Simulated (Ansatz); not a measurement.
Molecule: CH3Cl (charge 0, singlet). 
Geometry from a B3LYP-D3(BJ)/def2-TZVP (Ansatz, a program for electronic structure) optimisation:
SMILES: ClC
```xyz
5

C      0.0082     0.0133    -1.1337
Cl    -0.0048    -0.0077     0.6605
H      0.0175     1.0478    -1.4634
H      0.8997    -0.5040    -1.4752
H     -0.8852    -0.4920    -1.4879
```

Property: vertical ionisation energy (to the doublet state of charge +1; each state is the SCF solution reached for its spin; the molecule has degenerate orbitals, so one determinant may break the symmetry), in eV. Correlated levels leave the core frozen unless marked. Open shells are spin-unrestricted. No spin-orbit coupling. Non-relativistic. CBS marks a two-point X^-3 extrapolation of the correlation energy; Hartree-Fock from the larger set. [CCSD(T)-MP2]/basis is that difference in the basis named.

Measured: 11.29 eV (CCCBDB table in ASE); it holds spin-orbit and relativistic effects, which these rows lack, and core correlation, which the frozen-core levels lack. This is an older compilation, not checked against later work.

| level | program | vertical ionisation energy (eV) | error against measurement |
|---|---|---|---|
| r2SCAN/def2-TZVPD | Ansatz | 11.19 | -0.10 |
| B2PLYP/def2-TZVPD | Ansatz | 11.28 | -0.01 |
| MP2/def2-SVPD | Ansatz | 11.39 | 0.10 |
| SCS-MP2/aug-cc-pV(D+d)Z | Ansatz | 11.31 | 0.02 |
| CCSD/def2-SVPD | Ansatz | 11.22 | -0.07 |
| CCSD(T)/def2-SVPD | Ansatz | 11.24 | -0.05 |
| RI-MP2/CBS(aug-cc-pV(T+d)Z,aug-cc-pV(Q+d)Z)+[CCSD(T)-MP2]/aug-cc-pV(T+d)Z | Ansatz | 11.49 | 0.20 |
